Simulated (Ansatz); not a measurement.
Mulliken charges of `N=CCl` from PBE/def2-TZVPP in Ansatz (PBE0-D4/def2-TZVP geometry).

```
atom   x (Å)   y (Å)   z (Å)  charge (e)
  N1  -0.755  -0.588  -0.272      -0.182
  C2   0.241   0.066   0.097      -0.034
 Cl3   1.513  -0.680   0.999      -0.050
  H4  -1.401   0.006  -0.789       0.169
  H5   0.451   1.123  -0.076       0.097
```

Problem. By hand: the dipole of these point charges (1 e Å = 4.8032 D).

Solution. Σ q r = (-0.139, 0.249, -0.144) e Å, of length 0.319 e Å = 1.53 D.

Problem. How does the dipole of the full density compare? (Estimate.)

Solution. The calculation gave: (-0.075, 0.461, -0.167) e Å, 2.38 D; the point charges give 0.64 times that, at 20° from its direction.

Point charges leave out the atoms' own dipoles, such as those of lone pairs, and Mulliken's split depends on the basis, so the two needn't agree.
